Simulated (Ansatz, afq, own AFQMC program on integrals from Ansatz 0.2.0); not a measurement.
# Where AFQMC and coupled cluster stand for H₃, doublet

```yaml
atoms:
  - { symbol: H, position_ang: [0.0000, 0.0000, -0.8930] }
  - { symbol: H, position_ang: [0.0000, 0.0000, 0.0740] }
  - { symbol: H, position_ang: [0.0000, 0.0000, 0.8190] }
```

Basis cc-pVTZ. Only valence electrons are correlated. AFQMC by an in-house program on the Cholesky factors that Ansatz 0.2.0 writes for its CCSD(T) run. ph-AFQMC/CISD is guided by a CISD state made of CCSD amplitudes; releasing the constraint for a short imaginary time cuts its bias at the price of noise, slowly where states lie close. Uncertainties: one standard error, sampling alone.

Determinant: UHF, the one that the program's search chose, which needn't be the lowest solution. The geometry is a point of a scan.

Full CI on the same integrals is exact in this basis and with this determinant's frozen core.

```
T1 diagnostic                               : 0.0154
weight of the determinant in the CISD state : 0.974
⟨S²⟩ of the determinant                     : 0.769
size of the correlated space                : 3 electrons in 42 orbitals
```

Reference: full CI, correlation energy -1.370 eV. The released energy is read at 2.40 1/Eh (meV from the phaseless value at times in 1/Eh: -0.19 ± 0.17 at 0.24, -0.26 ± 0.13 at 0.51, -0.21 ± 0.11 at 0.99, -0.42 ± 0.11 at 1.62, -0.31 ± 0.10 at 2.40).

| level | E − E(reference) (mEh) | share of correlation (%) |
| --- | --- | --- |
| HF | 50.34 | 0.00 |
| MP2 | 11.13 | 77.88 |
| CCSD | 0.51 | 98.99 |
| CCSD(T) | 0.10 | 99.80 |
| ph-AFQMC/HF | 0.23 ± 0.14 | 99.55 |
| ph-AFQMC/CISD | 0.01 ± 0.005 | 99.97 |
| released AFQMC | 0.00 ± 0.004 | 99.99 |

A walk keeps the symmetry of its determinant, which the program's search chose and which needn't be the lowest solution, so a lower state of the same spin and another symmetry isn't excluded. Released energies are given only where the last usable release times agree within the noise; a slower fall can still hide under it.
